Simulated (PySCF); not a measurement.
SiH4, SMILES [SiH4].

Geometry optimised at ωB97X-D3(BJ)/def2-TZVPD. The isomer is the one that the SMILES or the coordinates give; other isomers of the formula were not compared.

Level of theory: PySCF with PBE/def2-TZVPD.

Symmetry labels are those of the subgroup D2 that the program uses (full group Td).

Computed valence orbital energies around the gap with their symmetry:
```
orbital  symmetry  energy (eV)
-------  --------  -----------
HOMO−7          A      -137.31
HOMO−6         B1       -94.03
HOMO−5         B2       -94.03
HOMO−4         B3       -94.03
HOMO−3          A       -13.46
HOMO−2         B2        -8.52
HOMO−1         B3        -8.52
HOMO           B1        -8.52
LUMO            A        -0.18
LUMO+1         B1         0.10
LUMO+2         B2         0.10
LUMO+3         B3         0.10
```
